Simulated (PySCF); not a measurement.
# Solver options tried on NaAl⁺

Aim: find out which solver settings change the answer for NaAl⁺.

Computed with PySCF 2.14.0. Level: method and basis as typed in the scripts.

3 further runs of the same task are left out: 3 that didn't finish.

### Step 1. The starting structure

NaAl⁺: 2 atoms, charge 1, spin multiplicity 2.

Bond lengths: Na1–Al2 2.870 Å.

### Step 2. Base script

File input.py:

```python
from pyscf import gto, dft

mol = gto.M(
    atom='Na 0 0 0; Al 0 0 2.87',
    basis='crenbl',
    ecp={'Na': 'crenbl', 'Al': 'crenbl'},
    charge=1,
    spin=1,
    verbose=3,
)
mf = dft.UKS(mol, xc='pbesol')
mf.kernel()
g = mf.nuc_grad_method()
g.grid_response = True
g.kernel()
mf.dip_moment()
print('orbital energies (hartree):', [e[max(0, n-3):n+3].round(4) for e, n in zip(mf.mo_energy, mol.nelec)])
```

Run with:

```
$ OMP_NUM_THREADS=1 python input.py
```

The log of this run is left out.

Base result: E(SCF) = -49.411563 Eh, ⟨S²⟩ = 0.751, gradient on the second atom -0.0149 Eh/bohr.

The bond length is a typed value, not an optimised one. The dipole of an ion depends on the origin.

### Step 3. Level shift 0.3 hartree

Variant 1 changes level shift: none → 0.3 hartree.

File input.py:

```python
from pyscf import gto, dft

mol = gto.M(
    atom='Na 0 0 0; Al 0 0 2.87',
    basis='crenbl',
    ecp={'Na': 'crenbl', 'Al': 'crenbl'},
    charge=1,
    spin=1,
    verbose=3,
)
mf = dft.UKS(mol, xc='pbesol')
mf.level_shift = 0.3
mf.kernel()
g = mf.nuc_grad_method()
g.grid_response = True
g.kernel()
mf.dip_moment()
print('orbital energies (hartree):', [e[max(0, n-3):n+3].round(4) for e, n in zip(mf.mo_energy, mol.nelec)])
```

Run with:

```
$ OMP_NUM_THREADS=1 python input.py
```

### Step 4. Point-group symmetry on

Variant 2 changes point-group symmetry: off → on.

Edit input.py of step 2 so:

```diff
@@ -8,2 +8,3 @@
     spin=1,
+    symmetry=True,
     verbose=3,
```

### Step 5. Initial guess 1e

Variant 3 changes initial guess: minao → 1e.

Edit input.py of step 2 so:

```diff
@@ -11,2 +11,3 @@
 mf = dft.UKS(mol, xc='pbesol')
+mf.init_guess = '1e'
 mf.kernel()
```

What does the calculation give? Wanted: for each run, E(SCF); from base.

As calculated:

```tsv
run	E(SCF) (hartree)	from base (eV)
base	-49.411563	0
level shift 0.3 hartree	-49.411563	0.0000
point-group symmetry on	-49.411563	0.0000
initial guess 1e	-49.411563	0.0000
```

No change of the SCF energy comes from level shift 0.3 hartree or point-group symmetry on or initial guess 1e.
